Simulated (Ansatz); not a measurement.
**SiOF (quartet): wave-function methods side by side at a displaced geometry (v1), cc-pVDZ**

How much of the correlation energy of SiOF (quartet) does each wave-function method recover here?

Method: cc-pVDZ, core rule «outside noble gas», up to 7 orbitals frozen; program: Ansatz 0.2.0, Gaussian basis.

Plan: UHF; CCSD(T) on ROHF; CCSD(T) on UHF; BCCD(T) on ROHF; CISD; CCSDT(Q) on ROHF; CCSDT(Q) on UHF.

32 further runs of the same task are left out: 12 for a known fault of the program, 7 that didn't finish, 13 set aside as unsound or not needed.

### Step 1. The system

The geometry is a PBE0/def2-TZVP stationary point (not a proven minimum) with its atoms shifted at random (size 0.040 Å).

3 atoms, charge 0, spin multiplicity 4.

Atoms are counted from 1 here; the program's logs count them from 0.

Bond lengths: F1–Si3 1.625 Å, O2–Si3 1.659 Å. Angles: F1–Si3–O2 118.9°.

### Step 2. UHF

in.yaml reads:

```yaml
crystal:
  periodic: [false, false, false]
  atoms:
    - {symbol: F, position_ang: [-0.020772, 0.375223, 1.336972]}
    - {symbol: O, position_ang: [-0.021605, 0.366262, -1.491040]}
    - {symbol: Si, position_ang: [0.026359, -0.462467, -0.054996]}
basis:
  gaussian: {orbitals: cc-pVDZ}
magnetization: {spin_polarized: true, initial_magnetization: 3}
hamiltonian: {xc: hf}
output: {orbitals: {seedname: orbitals}}
```

Command:

```sh
$ ansatz run in.yaml --threads 1 --pin off --events-out ev --progress --plain --max-ram 2393MiB
```

Further steps of the session: CCSD(T) on ROHF; CCSD(T) on UHF; BCCD(T) on ROHF; CISD; CCSDT(Q) on ROHF; CCSDT(Q) on UHF.

Before running them: what should the planned runs give, taken together? Wanted: UCCSDT(Q) below the RHF energy; RMP2 from UCCSDT(Q); UMP2 from UCCSDT(Q); RCCSD from UCCSDT(Q); RCCSD(T) from UCCSDT(Q); UCCSD(T) from UCCSDT(Q); RCCSDT(Q) from UCCSDT(Q); T1 diagnostic.

The runs gave:

| quantity | value |
| --- | --- |
| UCCSDT(Q) below the RHF energy | -11.2079 eV |
| RMP2 from UCCSDT(Q) | +18.06 kcal/mol |
| UMP2 from UCCSDT(Q) | +17.98 kcal/mol |
| RCCSD from UCCSDT(Q) | +6.15 kcal/mol |
| RCCSD(T) from UCCSDT(Q) | +1.25 kcal/mol |
| UCCSD(T) from UCCSDT(Q) | +1.23 kcal/mol |
| RCCSDT(Q) from UCCSDT(Q) | +0.11 kcal/mol |
| levels within 1 kcal/mol (43 meV) | RCCSDT, UCCSDT, RCCSDT(Q) |
| T1 diagnostic | 0.023 |

What this shows: RCCSD(T) misses by +1.25 kcal/mol, 0.5 % of the correlation energy. These misses are within one basis, not against nature; the frozen cores of restricted and unrestricted runs differ, which can shift their rows.
